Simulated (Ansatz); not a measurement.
The inner images of a band of CH$_{9}$BSi (12 atoms, charge 0, multiplicity 1) are given out of order.

Computed with RKS PBE0-D4/6-31G* (Ansatz).

Image 0:

```xyz
12
Properties=species:S:1:pos:R:3
B -0.405 -0.304 0.666
C 0.216 0.495 1.902
H -0.553 0.851 2.597
H 0.945 -0.084 2.483
H 0.741 1.382 1.528
H 0.436 -0.808 -0.081
H -1.263 0.170 -0.033
Si -0.204 -2.494 0.666
H -0.384 -2.877 -0.754
H 1.176 -2.633 1.189
H -1.056 -3.419 1.479
H -1.145 -1.274 1.170
```

Image 6:

```xyz
12
Properties=species:S:1:pos:R:3
B -0.300 -0.789 -0.079
C 0.145 0.581 2.324
H -0.691 0.738 3.009
H 1.092 0.550 2.868
H 0.170 1.372 1.572
H 0.700 -0.266 -0.483
H -1.322 -0.168 -0.152
Si -0.314 -2.746 0.415
H -0.562 -3.499 -0.857
H 0.979 -3.239 0.976
H -1.400 -3.121 1.370
H 0.006 -0.408 1.849
```

**Question.** Put them in order from the first end to the last, with their energies above the first end.
A.
```xyz
12
Properties=species:S:1:pos:R:3
B -0.249 -0.355 0.713
C 0.150 0.671 1.878
H -0.614 0.748 2.659
H 1.107 0.440 2.359
H 0.244 1.668 1.429
H 0.660 -0.686 -0.033
H -1.303 -0.206 0.143
Si -0.259 -2.631 0.628
H -0.601 -2.661 -0.808
H 1.106 -3.128 0.922
H -1.251 -3.468 1.365
H -0.488 -1.387 1.558
```
B.
```xyz
12
Properties=species:S:1:pos:R:3
B -0.201 -0.343 0.648
C 0.104 0.640 1.891
H -0.624 0.545 2.704
H 1.105 0.496 2.314
H 0.048 1.665 1.515
H 0.664 -0.424 -0.198
H -1.341 -0.357 0.237
Si -0.273 -2.625 0.630
H -0.586 -2.730 -0.811
H 1.018 -3.294 0.930
H -1.363 -3.226 1.441
H -0.049 -1.342 1.509
```
C.
```xyz
12
Properties=species:S:1:pos:R:3
B -0.225 -0.499 0.481
C 0.098 0.480 1.954
H -0.655 0.444 2.745
H 1.098 0.387 2.385
H 0.025 1.444 1.452
H 0.721 -0.291 -0.224
H -1.347 -0.213 0.171
Si -0.280 -2.561 0.575
H -0.560 -2.980 -0.827
H 1.002 -3.200 1.001
H -1.356 -3.119 1.448
H -0.018 -0.887 1.650
```
D.
```xyz
12
Properties=species:S:1:pos:R:3
B -0.258 -0.663 0.199
C 0.126 0.483 2.155
H -0.659 0.543 2.910
H 1.124 0.460 2.593
H 0.038 1.306 1.451
H 0.730 -0.204 -0.299
H -1.305 -0.105 0.037
Si -0.307 -2.657 0.492
H -0.554 -3.236 -0.863
H 0.969 -3.237 1.012
H -1.400 -3.125 1.397
H 0.000 -0.559 1.727
```
E.
```xyz
12
Properties=species:S:1:pos:R:3
B -0.345 -0.350 0.729
C 0.194 0.606 1.891
H -0.589 0.879 2.607
H 1.037 0.192 2.455
H 0.542 1.540 1.433
H 0.551 -0.824 0.032
H -1.271 -0.019 0.034
Si -0.229 -2.560 0.626
H -0.503 -2.725 -0.818
H 1.151 -2.894 1.047
H -1.143 -3.502 1.347
H -0.894 -1.338 1.427
```

**Answer.** E (+2.4 kJ/mol), A (+8.5 kJ/mol), B (+16.1 kJ/mol), C (+77.7 kJ/mol), D (+41.7 kJ/mol).

Time of the run: 3.7 min on 1 thread of AMD EPYC 7B13 (Zen 3) (shared host), peak memory 0.15 GiB.
